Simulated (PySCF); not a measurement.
## How the method moves the HOMO and LUMO of phosphabenzene

Compound: phosphabenzene, C₅H₅P.
Numbering: `[cH:1]1[cH:2][cH:3][p:4][cH:5][cH:6]1` (hydrogens: H7 on C1; H8 on C2; H9 on C3; H10 on C5; H11 on C6)

Structure used (PBE0-D3(BJ)/def2-SVP), in Å, numbered top down from 1:
```
atom  x, y, z in Å
C1    -0.1661    1.1584   -0.0391
C2    -1.3691    0.4526    0.0046
C3    -1.4368   -0.9357    0.0694
P4    -0.0702   -2.0087    0.1065
C5     1.2288   -0.8558    0.0429
C6     1.0781    0.5256   -0.0205
H7    -0.1988    2.2495   -0.0896
H8    -2.3037    1.0227   -0.0132
H9    -2.4280   -1.4015    0.1001
H10    2.2463   -1.2620    0.0532
H11    1.9764    1.1507   -0.0574
```

Basis pcSseg-2 throughout (PySCF), one geometry. Isolated species at its PBE0-D3(BJ)/def2-SVP geometry, gas phase.

Problem. How do the orbital energies, the gap and the dipole change with the method?

Solution. 
```tsv
method	kind	HOMO (eV)	LUMO (eV)	gap (eV)	μ (D)	SCF cycles
B97-D	GGA	-6.17	-2.23	3.94	1.67	16
KT3	GGA	-6.26	-2.28	3.98	1.65	16
KT2	GGA	-6.28	-2.30	3.98	1.66	16
B3LYP	global hybrid	-6.94	-1.69	5.25	1.64	14
PBE0	global hybrid	-7.16	-1.53	5.63	1.71	14
mPW1PW91	global hybrid	-7.17	-1.54	5.63	1.70	14
```

The HOMO spans 1.00 eV, from B97-D down to mPW1PW91, and the gap runs from 3.94 eV (B97-D) to 5.63 eV (PBE0). Over the methods B97-D (0 %), KT3 (0 %), KT2 (0 %), B3LYP (20 %), PBE0 (25 %), mPW1PW91 (25 %), a straight line through the gap against the share of exact exchange rises by 0.66 eV for each 10 % (correlation coefficient 1.000). The dipole ranges from 1.64 D (B3LYP) to 1.71 D (PBE0). This basis has no diffuse functions.
